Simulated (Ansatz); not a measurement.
Predict the output of the script below (Ansatz 0.2.0 through its Python package).

`run_composite.py`:
```python
# -*- coding: utf-8 -*-
import itertools
import warnings

import ansatz as az
from ase.data import atomic_numbers, covalent_radii
import numpy as np


def main():
    warnings.simplefilter("ignore", az.DeckWarning)

    bh4p = (
        az.Crystal.molecule()
        .atom("B", [-0.8611, -0.003, -0.0633])
        .atom("P", [0.9719, 0.1312, -0.6482])
        .atom("H", [-1.5925, 0.9141, -0.2008])
        .atom("H", [-1.2521, -0.9994, 0.4362])
        .atom("H", [1.3863, -1.0746, 0.0482])
        .atom("H", [1.3475, 1.0318, 0.4279])
    )

    calc = (
        bh4p.calculation()
        .basis(gaussian="def2-SVP")
        .functional("r2scan", dispersion="d3bj")
    )
    symbols = [site.symbol for site in bh4p.cartesian_sites]
    start = np.array([site.position_ang for site in bh4p.cartesian_sites], dtype=float)
    r = calc.relax(force_tolerance=0.01).run(threads=1).report
    end = np.array(r["positions_ang"])
    radius = [covalent_radii[atomic_numbers[s]] for s in symbols]
    span = lambda where, i, j: np.linalg.norm(where[i] - where[j])
    bonded = [(i, j) for i, j in itertools.combinations(range(len(symbols)), 2) if min(span(start, i, j), span(end, i, j)) < 1.2 * (radius[i] + radius[j])]
    print("pair        before    after (A)")
    for i, j in bonded:
        print(f"{symbols[i]}{i}-{symbols[j]}{j}".ljust(10), f"{span(start, i, j):8.4f} {span(end, i, j):8.4f}")
    for first, second in list(itertools.combinations(bonded, 2)):
        shared = set(first) & set(second)
        if shared and symbols[(j := shared.pop())] != "H":
            i, k = sorted((set(first) | set(second)) - {j})
            u, v = end[i] - end[j], end[k] - end[j]
            angle = np.degrees(np.arccos(np.clip(u @ v / np.linalg.norm(u) / np.linalg.norm(v), -1, 1)))
            print(f"final angle {symbols[i]}{i}-{symbols[j]}{j}-{symbols[k]}{k}: {angle:.2f} deg")

    minimum = az.Crystal.molecule()
    for symbol, place in zip(symbols, end):
        minimum = minimum.atom(symbol, place.tolist())
    at_minimum = minimum.calculation()
    level = lambda method, basis: at_minimum.basis(gaussian=basis).correlation(method).run(threads=1).report
    small, large, cluster = level("mp2", "cc-pVDZ"), level("mp2", "cc-pVTZ"), level("ccsd_t", "cc-pVDZ")
    corr = lambda each: (each["free_energy_ev"] - each["reference_energy_ev"]) / 27.211386246
    mp2_limit = (27 * corr(large) - 8 * corr(small)) / 19
    pieces = {"HF / cc-pVTZ": large["reference_energy_ev"] / 27.211386246, "MP2 correlation, DZ-TZ limit": mp2_limit, "CCSD(T) - MP2 / cc-pVDZ": corr(cluster) - corr(small)}
    for name, value in pieces.items():
        print(f"{name:32s} {value:14.6f} Ha")
    print(f"{'sum':32s} {sum(pieces.values()):14.6f} Ha")
    print("T1 diagnostic", round(cluster["correlation"]["coupled_cluster"]["t1_diagnostic"], 4))


if __name__ == "__main__":
    main()
```

Running `python run_composite.py` prints:
```text
pair        before    after (A)
B0-P1        1.9287   1.8523
B0-H2        1.1811   1.2055
B0-H3        1.1812   1.2055
P1-H4        1.4528   1.4172
P1-H5        1.4526   1.4172
final angle P1-B0-H2: 119.21 deg
final angle P1-B0-H3: 119.13 deg
final angle B0-P1-H4: 107.11 deg
final angle B0-P1-H5: 107.11 deg
final angle H2-B0-H3: 120.88 deg
final angle H4-P1-H5: 101.34 deg
HF / cc-pVTZ                        -367.747419 Ha
MP2 correlation, DZ-TZ limit          -0.286935 Ha
CCSD(T) - MP2 / cc-pVDZ               -0.047947 Ha
sum                                 -368.082301 Ha
T1 diagnostic 0.0181
```

What to keep in mind:
- Total energies depend on the basis set; only differences at equal settings carry meaning.
- The sum leaves out core correlation, relativity, the Hartree-Fock basis error and zero-point energy; a DZ-TZ extrapolation is rough.
- Inner cores stay frozen, so this is valence correlation.
- For Al to Cl the sets with a tight d function, cc-pV(X+d)Z, are usual.
- A dispersion term here runs with damping parameters fitted for another variant or functional.
- The script silences the warnings on its input, which a real study should read.
- Hardware and time: 16 s on 1 thread of Arm Neoverse V1 (shared host), peak memory 0.24 GiB.
